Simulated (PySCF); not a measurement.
# H2MgS: the cost of one run

Programs: PySCF 2.14.0. All values are calculated, for the isolated system unless a continuum is named. Atoms count from 0, parts from 1.

## Step 1: Starting point

4 atoms, charge 2, multiplicity 1; geometry: GFN2-xTB. Parts: 1 = atom 0, `[Mg+2]`, charge 2; 2 = atoms 1–3, `S`, charge 0.

## Step 2: Relaxing the molecule at PBE0-D3(BJ)/def2-SVPD

The job: settings as JSON, then the geometry in Å.

```
{"job": {"xc": "PBE0", "basis": "def2-SVPD", "d3": "d3bj", "grid": 2, "kind": "geom", "shake": 0.01}, "charge": 2, "multiplicity": 1, "parts": [{"atoms": "0-0", "charge": 2, "multiplicity": 1}, {"atoms": "1-3", "charge": 0, "multiplicity": 1}]}
Mg     0.274847    -0.039828    -0.000513
S     -0.125415    -1.603413     1.804501
H     -0.682832    -2.635138     1.010971
H     -1.347448    -1.110510     2.197975
```

Command:

```console
$ OMP_NUM_THREADS=1 python cluster_run.py task.json out
```

One launch serves the whole session: the jobs run in the order shown.

**Question.** How long does this first job take on 1 thread of Intel Xeon Platinum 8488C, shared host, and how much memory does it need?

About 5.1 s, with a peak of 0.31 GiB.
